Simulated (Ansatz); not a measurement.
The linear singlet lies higher and needs more than one determinant, so no gap is given.

Method: B3LYP-D3(BJ)/def2-TZVP run with Ansatz (an electronic-structure program). No frequencies were computed at this level.

Ansatz 0.2 input:
```yaml
crystal:
  periodic: [false, false, false]
  atoms:
    - { symbol: Si, position_ang: [1.087423, -0.000006, -0.000004] }
    - { symbol: Si, position_ang: [-1.087423, 0.000006, 0.000004] }
basis:
  gaussian: { orbitals: def2-tzvp }
hamiltonian:
  xc: b3lyp
  dispersion: d3bj
relax:
  max_steps: 150
magnetization:
  spin_polarized: true
  initial_magnetization: 2
```

Output:

```
Functional definition: B3LYP
522 factors; their error is unknown
mean field evaluation 1: about -15751.8108 eV, gradient 9.5e0 eV
mean field evaluation 2: about -15751.9146 eV, gradient 9.3e0 eV
mean field evaluation 4: about -15752.5532 eV, gradient 8.9e-2 eV
mean field evaluation 8: about -15752.6058 eV, gradient 2.4e-3 eV
mean field evaluation 16: about -15752.6183 eV, gradient 3.7e-1 eV
mean field evaluation 32: about -15752.6893 eV, gradient 8.8e-6 eV
mean field evaluation 64: about -15752.6061 eV, gradient 8.0e-4 eV
mean field evaluation 96: about -15752.6893 eV, gradient 4.5e-8 eV
mean field -15752.68930081 eV, -578.9006542484 hartree, gradient 4.5e-8 eV, S^2 2.006368; 9 other end points of the search recorded, 0 dependent functions left out
reference -15752.68947874 eV, -578.9006607872 hartree; 15, 13 occupied and 59, 61 virtual orbitals, 522 factors
relax step   1: F+E_penalty+E_count = -15752.79837795 eV  Δ(F+E_penalty+E_count) = +0.000e0 eV  max|allowed force component| = 1.305e0 eV/Å  Δτ_max = 0.0000 Å  (308 SCF iters, accepted)
these checks for a lower state are left out or cut short: starts, cluster_reference, orbital_swaps, neighbouring_geometries, increment
522 factors; their error is unknown
mean field -15752.74838607 eV, -578.9028255919 hartree, gradient 1.1e-6 eV, S^2 2.004839; 0 other end points of the search recorded, 0 dependent functions left out
reference -15752.74856566 eV, -578.9028321914 hartree; 15, 13 occupied and 59, 61 virtual orbitals, 522 factors
relax step   2: F+E_penalty+E_count = -15752.85724756 eV  Δ(F+E_penalty+E_count) = -5.887e-2 eV  max|allowed force component| = 3.008e-1 eV/Å  Δτ_max = 0.0353 Å  (62 SCF iters, accepted)
these checks for a lower state are left out or cut short: starts, cluster_reference, orbital_swaps, neighbouring_geometries, increment
522 factors; their error is unknown
mean field -15752.75178213 eV, -578.9029503947 hartree, gradient 1.4e-6 eV, S^2 2.004823; 0 other end points of the search recorded, 0 dependent functions left out
reference -15752.75196183 eV, -578.9029569986 hartree; 15, 13 occupied and 59, 61 virtual orbitals, 522 factors
relax step   3: F+E_penalty+E_count = -15752.86056993 eV  Δ(F+E_penalty+E_count) = -3.322e-3 eV  max|allowed force component| = 7.911e-3 eV/Å  Δτ_max = 0.0115 Å  (47 SCF iters, accepted)
522 factors; their error is unknown
mean field evaluation 128: about -15752.5444 eV, gradient 4.9e0 eV
mean field evaluation 160: about -15752.7399 eV, gradient 8.0e-1 eV
mean field -15752.75178213 eV, -578.9029503947 hartree, gradient 1.4e-6 eV, S^2 2.004823; 6 other end points of the search recorded, 0 dependent functions left out
reference -15752.75196183 eV, -578.9029569986 hartree; 15, 13 occupied and 59, 61 virtual orbitals, 522 factors
Total energy: -15752.86074963 eV, -578.9069548764 hartree
Atom 0 at     1.134241    -0.000006    -0.000004 Å, force    -0.007911     0.000000     0.000000 eV/Å
Atom 1 at    -1.134241     0.000006     0.000004 Å, force     0.007911    -0.000000    -0.000000 eV/Å
Dipole moment:    -0.000000    -0.000000     0.000000 e Å
```

Cost: very roughly 13 core-seconds.
